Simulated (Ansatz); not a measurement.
# CH6N2S: a ladder of functionals and wavefunction methods

The task here is to estimate one member of a computed series from the others.

Computed with Ansatz 0.2.0, Gaussian basis. Level: functionals in def2-TZVPP, the program's frozen cores in correlated methods.

Levels to be run: LDA (SPW92), PBE-D4, revPBE-D4, BLYP-D4, r2SCAN-D4, B97M-V, PBE0-D4, B3LYP-D4, r2SCANh-D4, r2SCAN0-D4, HSE06-D4, BHLYP-D4, CAM-B3LYP-D4, LC-ωPBE, ωB97X-V, ωB97M-V, B2PLYP, PBE-QIDH; CCSD(T)/def2-SVP; CCSD(T)/def2-TZVPP; MP2/def2-QZVPP; extrapolation to the limit; RPA on PBE.

## Structure used throughout

The geometry comes from an earlier relaxation with PBE0-D4 in a triple-zeta def2 set; it is a stationary point, not always the lowest conformer.

SMILES `NC(N)S`, 10 atoms, charge 0, spin multiplicity 1.

Atoms are counted from 1 here; the program's logs count them from 0.

Bond lengths: N1–C2 1.436 Å, N1–H5 1.012 Å, N1–H6 1.014 Å, C2–N3 1.435 Å, C2–S4 1.852 Å, C2–H7 1.092 Å, N3–H8 1.014 Å, N3–H9 1.013 Å, S4–H10 1.342 Å. Angles: C2–N1–H5 111.9°, C2–N1–H6 111.1°, H5–N1–H6 108.2°, N1–C2–N3 114.2°, N1–C2–S4 115.7°, N1–C2–H7 107.5°, N3–C2–S4 103.4°, N3–C2–H7 108.5°, S4–C2–H7 107.2°, C2–N3–H8 110.5°, C2–N3–H9 109.4°, H8–N3–H9 108.2°, C2–S4–H10 96.0°.

Set-up of the first run:

File in.yaml:

```yaml
crystal:
  periodic: [false, false, false]
  atoms:
    - {symbol: N, position_ang: [-1.057722, 0.515834, -0.146792]}
    - {symbol: C, position_ang: [0.078276, -0.360579, -0.202631]}
    - {symbol: N, position_ang: [0.346094, -1.054453, 1.024602]}
    - {symbol: S, position_ang: [1.696908, 0.445843, -0.603014]}
    - {symbol: H, position_ang: [-1.322564, 0.850698, -1.064793]}
    - {symbol: H, position_ang: [-0.868926, 1.319800, 0.441452]}
    - {symbol: H, position_ang: [-0.115147, -1.099568, -0.982701]}
    - {symbol: H, position_ang: [0.603840, -0.399115, 1.753588]}
    - {symbol: H, position_ang: [-0.488883, -1.545302, 1.322214]}
    - {symbol: H, position_ang: [1.211125, 1.275741, -1.539027]}
basis:
  gaussian: {orbitals: def2-TZVPP}
hamiltonian: {xc: lda}
output: {orbitals: {seedname: orbitals}}
```

The run is started by

```sh
$ ansatz run in.yaml --threads 2 --pin off --events-out ev --progress --plain --max-ram 4352MiB
```

Among the steps run: LDA; PBE-D4 (GGA); revPBE-D4 (GGA); BLYP-D4 (GGA); r2SCAN-D4 (meta-GGA); B97M-V (meta-GGA); B3LYP-D4 (hybrid); r2SCANh-D4 (hybrid); r2SCAN0-D4 (hybrid); HSE06-D4 (hybrid); BHLYP-D4 (hybrid); CAM-B3LYP-D4 (range-separated); LC-ωPBE (range-separated); ωB97X-V (range-separated); ωB97M-V (range-separated); B2PLYP (double hybrid); PBE-QIDH (double hybrid).

One table of the session follows, with a row left open; its other results are not shown here.

It belongs to the step «Orbital energies across the functionals». 

```
  functional  HOMO (eV)  gap (eV)
 LDA (SPW92)      -5.63      4.80
      PBE-D4      -5.49      4.87
   revPBE-D4      -5.44      4.91
     BLYP-D4          ?         ?
   r2SCAN-D4      -5.77      5.53
      B97M-V      -5.87      5.46
     PBE0-D4      -6.79      7.09
    B3LYP-D4      -6.56      6.55
  r2SCANh-D4      -6.25      6.35
  r2SCAN0-D4      -6.97      7.55
    HSE06-D4      -6.39      6.31
    BHLYP-D4      -7.96      9.03
CAM-B3LYP-D4      -8.18      9.37
     LC-ωPBE      -9.60     12.07
     ωB97X-V      -9.22     11.51
     ωB97M-V      -9.06     11.00
```

Q: Estimate the row for BLYP-D4 from the others.

Worked estimate for «HOMO (eV)». Against the share of exact exchange, B3LYP-D4 (0.2, -6.56), BHLYP-D4 (0.5, -7.96) give a slope of -4.67 per unit share; at 0 the line stands at -5.63.

The run gave: HOMO (eV): -5.36; gap (eV): 4.79. In «HOMO (eV)» the line misses by -0.27.
